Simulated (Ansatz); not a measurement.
## GaH⁻, quartet along the distance Ga1-H2

Starting geometry (PBE0/def2-TZVPD stationary point for this spin):

```xyz
2

Ga    0.0000    0.0000    0.0000
H     0.0000    0.0000    1.6026
```

From there H2 moves along the line of the two atoms named below, all else staying in place; atoms are numbered as listed. Energies are in eV, counted from the starting geometry at the same level. Kohn–Sham curves are unrestricted where that lies lower.

Basis aug-cc-pVDZ; Ansatz 0.2.0. Only valence electrons are correlated (noble-gas cores and the filled d shells of p-block atoms frozen). Prefix R: restricted or restricted open-shell reference; prefix U: unrestricted. Active spaces: valence = (5e, 5o) chosen from the atoms' valence shells. No spin–orbit coupling is included, and no scalar relativity.

The highest occupied Kohn–Sham level of the anion is positive, up to +1.35 eV, so in those functionals the extra electron is held by the basis alone, which enters their differences from the reference. The frozen core of the U runs drifts against the reference's along the scan: U less R at the highest common level changes by 14 meV, which enters the U errors.

Full CI is exact within this basis and frozen core; it isn't the basis-set limit. The frozen core follows each run's orbitals, which can shift R against U totals by a few meV for light atoms and by up to 0.1 eV past Ca.

```
distance Ga1-H2 (Å)  full CI  curve A  curve B  curve C  curve D
              1.305    0.906    0.893    0.903    0.825    0.847
              1.454    0.199    0.192    0.198    0.177    0.165
              1.603    0.000    0.000    0.000    0.000    0.000
              1.731    0.042    0.048    0.043    0.042    0.079
              1.959    0.316    0.332    0.320    0.288    0.435
              2.263    0.704    0.723    0.713    0.624    0.863
              2.568    0.934    0.928    0.946    0.820    1.020
              2.913    1.046    1.021    1.060    0.917    1.080
              3.510    1.112    1.067    1.126    0.973    1.120
              4.250    1.140    1.086    1.154    0.995    1.141
              5.414    1.154    1.096    1.168    1.008    1.152
```

(1) The curves come from NEVPT2 (valence space), PBE, UCCSDT(Q), UMP2. Compare each with full CI and say which is which.

In so small a basis the reference is far from its limit while semilocal and hybrid functionals are nearer theirs, so the functionals' errors here hold much of the reference's basis and frozen-core error, which can add to them or hide them.

Answers

(1) A: NEVPT2 (valence space), B: UCCSDT(Q), C: PBE, D: UMP2. Spread of the error against full CI, over the points where both stand: A 0.077, B 0.017, C 0.146, D 0.218 eV.
